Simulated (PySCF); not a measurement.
**CH5FSi**

The system: CH5FSi, a small molecule; neutral, singlet. The structure, one conformer, was relaxed in the gas phase by PBE0-D3(BJ)/def2-SVP. No frequency run checks that it is a minimum.

SMILES: C[SiH2]F

```xyz
8

Si   -0.843    0.057    0.006
C     1.000   -0.192    0.026
F    -1.175    1.636    0.238
H    -1.504   -0.704    1.105
H    -1.429   -0.337   -1.308
H     1.240   -1.257   -0.126
H     1.431    0.121    0.989
H     1.487    0.386   -0.775
```
(Å; atoms numbered from 1)

Shieldings: GIAO PBE0/pcSseg-2. Shifts are against computed references at the same level: C TMS (σ 184.1 ppm), H TMS (σ 31.24 ppm), Si TMS (σ 341.3 ppm). Core levels by delta-SCF with SCAN, pcX-2 on the ionised atom and pcseg-1 elsewhere, spin-free X2C (2p3/2 is the spin-free 2p value less a third of a first-order spin-orbit splitting); from the vacuum level, for chosen atoms.

Task: Give the NMR and core-level values of the distinct atoms.

Result: 
```csv
atoms,bonded to,σ (ppm),δ (ppm),core level (eV)
Si1,1 C + 1 F + 2 H,335.2,6.1,2p3/2 107.96
C2,1 Si + 3 H,185.8,-1.7,1s 290.71
F3,1 Si,383.8,-,1s 692.20
H4 H5,1 Si,26.03,5.21,-
H6 H7 H8,1 C,30.82,0.42,-
```

Values are those of this one static structure, with the three H of a rotating XH3 group averaged; atoms that internal rotation interchanges would show their mean in an NMR spectrum.

Task: By CAM-B3LYP/def2-SVPD (TDDFT singlets, Tamm-Dancoff triplets, ionisation by delta-SCF), where does absorption start, and what does vertical ionisation take?

Result: The lowest singlet lies at 8.29 eV (f 0.009), the strongest of the first 6 at 9.75 eV (f 0.245), the lowest triplet at 7.72 eV; vertical ionisation takes 11.81 eV.
